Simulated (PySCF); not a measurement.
Excitation energies in several basis sets

Species: C2H2O.
SMILES: `C=C=O`

TDDFT with PBE0 (PySCF), vertical singlets, core orbitals frozen in the response, spherical d and f functions. Isolated species at its PBE0-D3(BJ)/def2-SVP geometry, gas phase.

**Question.** How do the low singlets change with the basis? Take 6-31G*, def2-SVP, 6-31+G*, def2-SVPD, aug-cc-pVDZ, def2-TZVP, def2-TZVPD and aug-cc-pVTZ.

**Answer.** 

```json
{"basis": "6-31G*", "functions": "46", "diffuse": "no", "S1 (eV)": "3.88", "S2 (eV)": "8.12", "S3 (eV)": "8.48", "S4 (eV)": "9.29", "S5 (eV)": "10.55", "LUMO (eV)": "-0.67", "α (au)": "20.4"}
{"basis": "def2-SVP", "functions": "52", "diffuse": "no", "S1 (eV)": "3.92", "S2 (eV)": "7.78", "S3 (eV)": "8.03", "S4 (eV)": "9.31", "S5 (eV)": "9.58", "LUMO (eV)": "-0.85", "α (au)": "21.3"}
{"basis": "6-31+G*", "functions": "58", "diffuse": "yes", "S1 (eV)": "3.88", "S2 (eV)": "6.05", "S3 (eV)": "7.18", "S4 (eV)": "7.32", "S5 (eV)": "7.38", "LUMO (eV)": "-1.00", "α (au)": "25.0"}
{"basis": "def2-SVPD", "functions": "79", "diffuse": "yes", "S1 (eV)": "3.89", "S2 (eV)": "6.41", "S3 (eV)": "7.70", "S4 (eV)": "7.75", "S5 (eV)": "8.51", "LUMO (eV)": "-1.06", "α (au)": "27.8"}
{"basis": "aug-cc-pVDZ", "functions": "87", "diffuse": "yes", "S1 (eV)": "3.89", "S2 (eV)": "5.80", "S3 (eV)": "6.84", "S4 (eV)": "6.98", "S5 (eV)": "7.26", "LUMO (eV)": "-1.02", "α (au)": "28.5"}
{"basis": "def2-TZVP", "functions": "105", "diffuse": "no", "S1 (eV)": "3.92", "S2 (eV)": "7.00", "S3 (eV)": "7.79", "S4 (eV)": "8.75", "S5 (eV)": "8.87", "LUMO (eV)": "-0.98", "α (au)": "25.7"}
{"basis": "def2-TZVPD", "functions": "132", "diffuse": "yes", "S1 (eV)": "3.91", "S2 (eV)": "6.00", "S3 (eV)": "7.27", "S4 (eV)": "7.52", "S5 (eV)": "7.67", "LUMO (eV)": "-1.02", "α (au)": "28.7"}
{"basis": "aug-cc-pVTZ", "functions": "184", "diffuse": "yes", "S1 (eV)": "3.91", "S2 (eV)": "5.82", "S3 (eV)": "6.82", "S4 (eV)": "6.93", "S5 (eV)": "7.16", "LUMO (eV)": "-1.03", "α (au)": "28.8"}
```

States are compared by their number. Against the largest diffuse basis here (aug-cc-pVTZ, itself not a converged limit), sets without diffuse functions differ by up to 0.04 eV in S1 and 3.39 eV in S5; the smaller diffuse sets differ by up to 0.03 and 1.35 eV. State by state, the largest deviation of a set without diffuse functions is S1 0.04, S2 2.30, S3 1.66, S4 2.38, S5 3.39 eV. The same number needn't mean the same state in each row. Against aug-cc-pVTZ the polarisability deviates by -29% in 6-31G*, -26% in def2-SVP, -13% in 6-31+G*, -3% in def2-SVPD, -1% in aug-cc-pVDZ, -11% in def2-TZVP, -1% in def2-TZVPD. A single + in a Pople set puts diffuse functions on heavy atoms only.
